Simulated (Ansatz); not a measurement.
C$_{8}$H$_{18}$ (`CCC(C)CC(C)C`). The species carries charge 0 and has multiplicity 1. The geometry is a stationary point of PBE0-D4/def2-TZVP. It is one conformer, not always the lowest.

```xyz
26

C     2.392    1.233    1.390
C     0.993    0.645    1.309
C     0.823   -0.445    0.250
C     1.599   -1.702    0.623
C    -0.657   -0.772    0.007
C    -1.294   -0.093   -1.203
C    -2.726   -0.575   -1.385
C    -1.251    1.427   -1.135
H     2.442    2.028    2.137
H     3.138    0.483    1.661
H     2.691    1.663    0.429
H     0.709    0.225    2.283
H     0.280    1.450    1.112
H     1.243   -0.063   -0.692
H     1.520   -2.458   -0.163
H     2.660   -1.501    0.782
H     1.200   -2.139    1.544
H    -1.238   -0.522    0.906
H    -0.770   -1.854   -0.127
H    -0.719   -0.403   -2.087
H    -3.342   -0.287   -0.528
H    -3.182   -0.143   -2.280
H    -2.772   -1.663   -1.476
H    -0.228    1.807   -1.082
H    -1.720    1.867   -2.019
H    -1.792    1.793   -0.256
```

**Question.** What is the dipole moment at PBE/def2-TZVPP? (Estimate.)

**Answer.** The calculation gave: 0.12 D, with components (0.01, 0.02, -0.12) D in this frame, pointing from negative to positive charge.

**Question.** And with r2SCAN, B3LYP, ωB97M-V? (Estimate.)

**Answer.** The calculation gave: r2SCAN 0.12 D, B3LYP 0.12 D, ωB97M-V 0.12 D.

**Question.** Give the Mulliken charges with PBE, ωB97M-V, r2SCAN in def2-TZVPP. (An estimate is asked.)

**Answer.** Ansatz gave: 
| atom | PBE | ωB97M-V | r2SCAN |
| --- | --- | --- | --- |
| C1 | -0.27 | -0.32 | -0.18 |
| C2 | -0.10 | -0.16 | -0.04 |
| C3 | 0.11 | -0.06 | 0.18 |
| C4 | -0.28 | -0.34 | -0.19 |
| C5 | -0.15 | -0.22 | -0.14 |
| C6 | 0.10 | -0.01 | 0.20 |
| C7 | -0.27 | -0.32 | -0.19 |
| C8 | -0.26 | -0.34 | -0.19 |
| H9 | 0.08 | 0.11 | 0.04 |
| H10 | 0.07 | 0.10 | 0.04 |
| H11 | 0.07 | 0.10 | 0.04 |
| H12 | 0.05 | 0.10 | 0.01 |
| H13 | 0.06 | 0.10 | 0.03 |
| H14 | 0.01 | 0.08 | -0.02 |
| H15 | 0.07 | 0.10 | 0.04 |
| H16 | 0.07 | 0.10 | 0.05 |
| H17 | 0.07 | 0.11 | 0.04 |
| H18 | 0.04 | 0.10 | 0.02 |
| H19 | 0.05 | 0.10 | 0.03 |
| H20 | 0.03 | 0.07 | -0.03 |
| H21 | 0.07 | 0.10 | 0.04 |
| H22 | 0.07 | 0.10 | 0.04 |
| H23 | 0.07 | 0.10 | 0.04 |
| H24 | 0.07 | 0.10 | 0.04 |
| H25 | 0.07 | 0.11 | 0.04 |
| H26 | 0.07 | 0.11 | 0.04 |

B3LYP here is the variant with VWN-RPA as its local correlation; programs differ in this.
